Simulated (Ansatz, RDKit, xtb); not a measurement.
**C2H8N2: ranking a sample of isomers**

Which of a sample of isomers of C2H8N2 is the most stable in the gas at 298.15 K, and what are its properties? The sample is small against all isomers, and the most stable one of this formula need not be in it.

Plan: many cheap relaxations first (GFN2-xTB), then density-functional screening, relaxation at PBE0-D3(BJ)/def2-SVP, vibrations and a final energy. The numbers are computed, not measured.

### Step 1. Candidates

Isomers were taken from a list of plausible structures; this is a sample, not all of them. That gives 4 candidates.

```tsv
label	SMILES	spin
c481	CNNC	singlet
c586	CN(C)N	singlet
c762	CCNN	singlet
c887	NCCN	singlet
```

Candidates are built by distance geometry, with a force field where one applies, in up to four conformers (letters a to d).

Q: Predict the outcome of this search (final energies at CCSD(T)/def2-SVP + MP2/def2-TZVPP - MP2/def2-SVP).

| quantity | value |
| --- | --- |
| lowest structure found | NCCN, singlet, C1 |
| next finalist | CCNN, singlet, 20.4 kcal/mol higher in G |
| share at equilibrium, among the finalists | 100.0 % |
| harmonic wavenumbers, lowest and highest (PBE0-D3(BJ)/def2-SVP) | 194 and 3629 cm⁻¹ |
| rotational constants, same geometry | 0.4776, 0.1759, 0.1481 cm⁻¹ |

The lowest structure found is `NCCN`. Among the finalists first place is clear (20.4 kcal/mol); structures outside the list aren't covered. GFN2-xTB, HF/STO-3G, r2SCAN-D4/def2-SVP, PBE0-D3(BJ)/def2-SVP, HF/def2-SVP and MP2/def2-SVP already put its bonding pattern lowest among the structures in one piece. 2 minima inside the window were never screened. Measured bands beside the harmonic value that lies nearest after scaling by 0.96 (printed unscaled): 2860 cm⁻¹ (300 K; “Trapping gases in metal-organic frameworks with a selective surface molecular barrier layer”, 2016, pmc:5159845), calculated 2969 cm⁻¹; 2936 cm⁻¹ (300 K; “Trapping gases in metal-organic frameworks with a selective surface molecular barrier layer”, 2016, pmc:5159845), calculated 3074 cm⁻¹. The calculated values lie +3.8 to +4.7 % away; anharmonicity is left out, and bands are matched by nearness alone, so a match can be wrong and a large miss can look smaller than it is. Measured heats of formation are -18 kJ/mol (298.15 K; CRC Handbook of Chemistry and Physics) for c887a and 84.1 kJ/mol (298.15 K; CRC Handbook of Chemistry and Physics) for c586a: a difference of +102.1 kJ/mol, against +108.4 calculated. The search is not exhaustive (a finite list of starts, one conformer a finalist), so a lower isomer can't be ruled out. Only 4 drawn patterns were tried, so whole families of isomers are missing, and the result ranks this sample alone.
